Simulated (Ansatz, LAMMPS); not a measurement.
# Ladder of methods for the bulk modulus of B20 (FeSi-type) FeSi

Reference value: 178 GPa (measured, room temperature, no zero-point or thermal correction, our sources range from 169 to 185; as tabulated in Study of the compressibility of FeSi, MnSi, and CoS2 (JETP Letters), abstract).

| level (code) | value (GPa) | cell (Å³/atom) | difference (%) |
|---|---|---|---|
| MEAM AlSiMgCuFe.meam (LAMMPS) | 174 | 12.93 | -2.2 |
| LDA (Ansatz) | 251 | 10.42 | +41 |
| PBE (Ansatz) | 218 | 11.00 | +22 |
| rVV10 (Ansatz) | 214 | 11.09 | +20 |
| r²SCAN-D4 (Ansatz) | 250 | 10.58 | +40 |

Leaving aside MEAM AlSiMgCuFe.meam (doubt noted below): Closest of the ranked levels: rVV10 (+20 %). Once the reference is moved by up to 8.0 % (a margin picked here for doubts on the reference and the settings, and for temperature and zero-point motion) and values within 1.7 % count as equal, the farthest can be LDA (+41 %) or r²SCAN-D4 (+40 %). All 4 levels lie above the reference. A very large miss is first of all the level's own, though another phase or state, or a fault of the measured value, is possible (LDA, r²SCAN-D4).

The reference isn't brought to a static lattice, while the calculations are for one, so the differences are not the levels' errors alone. A static lattice is as a rule stiffer than a warm one, by over a tenth in soft solids. The crystal itself was run without spin with LDA, PBE, rVV10, r²SCAN-D4; a magnetic state was not tried in these runs. MEAM AlSiMgCuFe.meam: the potential file covers more elements than this solid holds. Each level is taken at its own relaxed cell. Cutoffs differ between the levels. Ansatz's density-functional and Hartree–Fock values are scalar-relativistic unless marked +SOC, with PAW data made under PBE.

Empirical potentials (MEAM AlSiMgCuFe.meam) are fitted to chosen data: where that held the value shown, agreement is built in, and what lay outside the fit can be far off.

Differences are worked out from the printed values.

Ansatz is a quantum-chemistry and plane-wave program.
